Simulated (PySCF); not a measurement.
**Dipole moment and polarisability across levels of theory**

Hexane, C6H14.
Geometry (PBE0-D3(BJ)/def2-SVP, Å), atoms numbered from 1 in this order:
```xyz
20
C6H14 angstrom
C     -3.1847   -0.2750    0.1771
C     -1.8355    0.3662    0.4597
C     -0.6776   -0.3170   -0.2550
C      0.6776    0.3170    0.0224
C      1.8355   -0.3662   -0.6922
C      3.1847    0.2750   -0.4096
H     -4.0004    0.2406    0.7063
H     -3.1989   -1.3309    0.4922
H     -3.4199   -0.2523   -0.8993
H     -1.8622    1.4313    0.1681
H     -1.6423    0.3612    1.5473
H     -0.6486   -1.3834    0.0354
H     -0.8676   -0.3117   -1.3442
H      0.8676    0.3117    1.1116
H      0.6486    1.3834   -0.2679
H      1.8622   -1.4313   -0.4006
H      1.6423   -0.3612   -1.7798
H      3.1989    1.3309   -0.7248
H      4.0004   -0.2406   -0.9389
H      3.4199    0.2523    0.6668
```

PySCF, dipoles from the SCF density, polarisabilities from static response with core orbitals frozen. The structure is a single PBE0-D3(BJ)/def2-SVP conformer in the gas phase; no vibrational or solvent corrections.

**Question.** Compare the levels for these properties.

**Answer.** 

| level | α (Å³) | error (%) | anisotropy (Å³) |
| --- | --- | --- | --- |
| B3LYP/def2-SVPD | 11.53 | -0.8 | 3.47 |
| PBE0/def2-SVPD | 11.44 | -1.6 | 3.49 |
| BHandHLYP/def2-SVPD | 11.15 | -4.1 | 3.23 |
| CAM-B3LYP/def2-SVPD | 11.36 | -2.3 | 3.29 |
| wB97X-D/def2-SVPD | 11.36 | -2.3 | 3.31 |
| LC-wPBE/def2-SVPD | 11.06 | -4.9 | 3.15 |
| PBE0/6-31G* | 9.75 | -16.2 | 2.72 |
| PBE0/6-31+G* | 10.63 | -8.6 | 2.90 |
| PBE0/def2-SVP | 10.15 | -12.7 | 2.94 |
| PBE0/aug-cc-pVDZ | 11.72 | +0.8 | 3.66 |
| PBE0/def2-TZVP | 11.27 | -3.1 | 3.45 |

Reference polarisability: 11.630 Å³ (measured, gas; NIST CCCBDB Release 22 (SRD 101), experimental polarizabilities). The anisotropy is √(½[(α1 − α2)² + (α2 − α3)² + (α3 − α1)²]). For the polarisability, the smallest error is 0.8% (PBE0/aug-cc-pVDZ and B3LYP/def2-SVPD) and the largest 16.2% (PBE0/6-31G*). The dipole stays under 0.05 D at every level. In one basis (def2-SVPD) the functionals order the polarisability from LC-wPBE (lowest) to B3LYP (highest), a spread of 4%. With PBE0 the polarisability is 10.39 Å³ without diffuse functions (mean of 6-31G*, def2-SVP and def2-TZVP) and 11.26 Å³ with them (mean of 6-31+G*, def2-SVPD and aug-cc-pVDZ). Measured values can belong to vibrating molecules and may average over conformers; the computed ones are for one fixed geometry.
